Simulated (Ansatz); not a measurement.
in.yaml

```yaml
crystal:
  periodic: [false, false, false]
  atoms:
    - {symbol: Al, position_ang: [0.000000, 0.000000, 0.000000]}
    - {symbol: P, position_ang: [0.000000, 0.000000, 2.824000]}
basis:
  gaussian: {orbitals: 6-31G}
magnetization: {spin_polarized: true, initial_magnetization: 0}
correlation: {method: ccsd_t, electrons: outside_noble_gas}
scf: {lower_state_search: off}
output: {forces: true}
```

```sh
$ ansatz run in.yaml --threads 1 --pin off --events-out ev --progress --plain --max-ram 2393MiB
```

Output:

```
these checks for a lower state are left out or cut short: starts, cluster_reference, orbital_swaps, neighbouring_geometries, increment
278 factors; integrals over basis functions are off by at most 1.1e-4 eV
mean field evaluation 1: about -15846.5074 eV, gradient 1.3e1 eV
mean field evaluation 2: about -15846.5085 eV, gradient 1.3e1 eV
mean field evaluation 4: about -15849.0678 eV, gradient 1.2e0 eV
mean field evaluation 8: about -15849.1267 eV, gradient 2.6e-3 eV
mean field evaluation 16: about -15849.1861 eV, gradient 4.4e-1 eV
mean field evaluation 32: about -15851.5512 eV, gradient 2.4e-4 eV
mean field -15851.55121292 eV, -582.5337625074 hartree, gradient 2.1e-6 eV, S^2 1.000004; 3 other end points of the search recorded, 0 dependent functions left out
10 core orbitals not correlated: weight in the atoms' cores, before any rotation towards them, 1.000 or more for the frozen orbitals, at most 0.000 for the correlated occupied ones
reference -15851.55121292 eV, -582.5337625074 hartree; 4, 4 occupied and 12, 12 virtual orbitals, 278 factors
second order -1.41545909 eV of doubles, -0.00000000 eV of singles
cycle   1  -1.78878868 eV  change   -3.7e-1 eV  update   8.9e-2
cycle   2  -2.03464568 eV  change   -2.5e-1 eV  update   4.7e-2
cycle   3  -2.09289078 eV  change   -5.8e-2 eV  update   3.0e-2
cycle   4  -2.12740315 eV  change   -3.5e-2 eV  update   2.6e-2
cycle   5  -2.23912429 eV  change   -1.1e-1 eV  update   2.3e-2
cycle   6  -2.32775775 eV  change   -8.9e-2 eV  update   1.7e-2
cycle   7  -2.39402045 eV  change   -6.6e-2 eV  update   9.5e-3
cycle   8  -2.40380644 eV  change   -9.8e-3 eV  update   4.4e-3
cycle   9  -2.40781267 eV  change   -4.0e-3 eV  update   2.1e-3
cycle  10  -2.40992170 eV  change   -2.1e-3 eV  update   1.1e-3
cycle  11  -2.40706871 eV  change    2.9e-3 eV  update   4.1e-4
cycle  12  -2.40933553 eV  change   -2.3e-3 eV  update   2.2e-4
cycle  13  -2.40796378 eV  change    1.4e-3 eV  update   1.1e-4
cycle  14  -2.40834074 eV  change   -3.8e-4 eV  update   3.7e-5
cycle  15  -2.40824594 eV  change    9.5e-5 eV  update   1.4e-5
cycle  16  -2.40824053 eV  change    5.4e-6 eV  update   3.6e-6
cycle  17  -2.40823801 eV  change    2.5e-6 eV  update   1.4e-6
cycle  18  -2.40823879 eV  change   -7.8e-7 eV  update   6.2e-7
cycle  19  -2.40823792 eV  change    8.7e-7 eV  update   3.0e-7
cycle  20  -2.40823927 eV  change   -1.3e-6 eV  update   1.7e-7
cycle  21  -2.40823928 eV  change   -8.8e-9 eV  update   1.0e-7
perturbative correction -0.18482726 eV, -0.0067922765 hartree
the calculation of the forces begins
Total energy: -15854.14427945 eV, -582.6290559450 hartree
Atom 0 at     0.000000     0.000000     0.000000 Å, force     0.000000     0.000000     0.592544 eV/Å
Atom 1 at     0.000000     0.000000     2.824000 Å, force    -0.000000    -0.000000    -0.592544 eV/Å
Dipole moment:    -0.000000    -0.000000    -0.651295 e Å
Checks for a lower state left out: starts, cluster_reference, orbital_swaps, neighbouring_geometries, increment
```

Forces (eV/Å):
```
Al   0.000  0.000  0.593
P    0.000  0.000 -0.593
```

Ran on 1 thread of Arm Neoverse V2, shared host: 0.66 s wall, 0.07 GiB peak host memory.
